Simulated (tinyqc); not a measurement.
Orbital energy against energy difference: ionisation energy by orbital energies and by energy differences in the 6-31g basis, for CH4, spin multiplicity 1. Computed by the program tinyqc with PySCF. The cation is unrestricted; errors are against CCSD(T) in this basis, not against experiment.

Geometry (angstrom):
```
atom,x,y,z
C,0.0000,0.0000,0.0000
H,0.5990,0.5990,0.5990
H,0.5990,-0.5990,-0.5990
H,-0.5990,0.5990,-0.5990
H,-0.5990,-0.5990,0.5990
```

CCSD(T) difference in the same basis = 14.3381 eV

IP-EOM-CCSD = 14.2831 eV

First vertical ionisation energy (eV):
```
method,-e(HOMO),E(cation) - E,error of -e(HOMO),error of the difference
HF,15.148,13.74635,0.810,-0.592
LDA,9.494,14.39722,-4.844,0.059
PBE,9.493,14.45718,-4.846,0.119
B3LYP,10.864,14.62240,-3.474,0.284
CAM-B3LYP,12.640,14.63383,-1.699,0.296
LC-wPBE,14.168,14.69363,-0.170,0.356
```

Estimate the missing row, method = PBE0.

Computed row:
```
method  -e(HOMO)  E(cation) - E  error of -e(HOMO)  error of the difference
PBE0      11.146       14.57140             -3.192                    0.233
```

Koopmans errs by +0.81 eV and Delta-HF by -0.59 eV: relaxation, 1.40 eV, lowers the value and the missing correlation difference works against it. The PBE level is off by -4.8 eV through the wrong tail of its potential, though its energy difference is off by +0.12 eV; exact exchange deepens the level, and among the orbital energies LC-wPBE comes closest; among the differences LDA does.
